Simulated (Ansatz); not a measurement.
Rutile PbO2: PBE at its full settings (plane-wave cutoff 520 eV, 12×12×16 k mesh (along the axes of the cell as run), Fermi–Dirac smearing 0.05 eV, scalar-relativistic PAW data made under PBE) and at cheaper ones, in a cell of 6 atoms with Γ-centred meshes.

```tsv
level and setting	lattice constant a (Å)	lattice parameter c (Å)	bulk modulus B0 (GPa)
PBE (Ansatz)	5.082	3.443	106
PBE (2×2×2 k mesh) (Ansatz)	5.008	3.571	115
```

Largest shifts from the full settings: lattice constant a -1.46 % (PBE (2×2×2 k mesh)), against a difference of +2.50 % of the full result from the reference 4.958 Å (measured, room temperature, no zero-point or thermal correction, sources range from 4.950 to 4.958; as tabulated in Hiroi (2015), arXiv:1503.02262); lattice parameter c +3.72 % (PBE (2×2×2 k mesh)), against a difference of +1.62 % of the full result from the reference 3.388 Å (measured, room temperature, no zero-point or thermal correction; as tabulated in Hiroi (2015), arXiv:1503.02262); bulk modulus +8.5 % (PBE (2×2×2 k mesh)).

Ansatz's density-functional and Hartree–Fock values are scalar-relativistic unless marked +SOC, with PAW data made under PBE.

Run with cheap settings on purpose, which may leave them unconverged: PBE (2×2×2 k mesh).

Ansatz is a quantum-chemistry and plane-wave program.
